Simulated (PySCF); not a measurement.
**The bond of SiS, level by level**

The task here is to estimate one member of a computed series from the others.

Program: PySCF 2.14.0. Level of theory: Si jorge-DZP-DKH, S jorge-DZP-DKH, spin-free X2C with a Gaussian nucleus. These are calculated values, not measurements.

The first run:

Settings of the job:

```yaml
atoms: Si, S
charge: 0
basis: Si jorge-DZP-DKH, S jorge-DZP-DKH
Hamiltonian: spin-free X2C with a Gaussian nucleus
basis_functions: 48
electrons_treated: 30
masses_in_u: 27.9769, 31.9721
levels: PBE0, PBE, r²SCAN, revPBE, BP86, M06-2X, CAM-B3LYP, HF, MP2, SCS-MP2, CCSD, CCSD(T)
grid: 80 radial by 434 angular points
occupations: held fixed by the projection of orbital angular momentum
dissociation_limit: Si + S, each in its ground configuration
starting_distance_in_angstrom: 2.100
values_of_2S_to_try: 0, 2, 4
```

Started as:

```sh
OMP_NUM_THREADS=1 python dia.py task.json out
```

Among the steps run: Input; The PBE0 curve of the state that the search chose; Other states along the same grid; PBE (GGA); r²SCAN (meta-GGA); revPBE (GGA); BP86; M06-2X; CAM-B3LYP (range-separated hybrid); RHF (mean field); Correlated methods on the Hartree–Fock reference.

One of the session's tables, all rows but one given; the rest of the session is left out.

Energy (eV) from each level's lowest point:

```
R (Å)    RHF  RHF-MP2  RHF-SCS-MP2  RHF-CCSD  RHF-CCSD(T)
1.680  1.591    1.876        1.865       n/a          n/a
1.759  0.650    0.861        0.853     0.832        0.897
1.837  0.157    0.288        0.282     0.268        0.310
1.895  0.007    0.074        0.071     0.063        0.085
1.954  0.000    0.000        0.000     0.000        0.000
2.013  0.104    0.034        0.038     0.047        0.022
2.091  0.371    0.206        0.214     0.236        0.175
2.188      ?        ?            ?         ?            ?
2.306  1.540    1.108        1.129     1.193        1.000
2.462  2.552    1.958        1.984       n/a          n/a
```

Estimate the missing values for R (Å) = 2.188.

Worked estimate for «RHF». A straight line through the neighbours (2.091, 0.371) and (2.306, 1.540) gives 0.371 + (1.540 − 0.371) × (2.188 − 2.091) / (2.306 − 2.091) = 0.898; a parabola fitted to 4 rows on both sides gives 0.862.

The run gave: RHF: 0.847; RHF-MP2: 0.559; RHF-SCS-MP2: 0.573; RHF-CCSD: 0.615; RHF-CCSD(T): 0.499. In «RHF» the line misses by +0.051 and the parabola by +0.015.

Caveats from the session: Lowest PBE0 solution found, without spin–orbit coupling: ¹Σ⁺ (singlet), closed shell. Warnings in the runs' records: inverted.
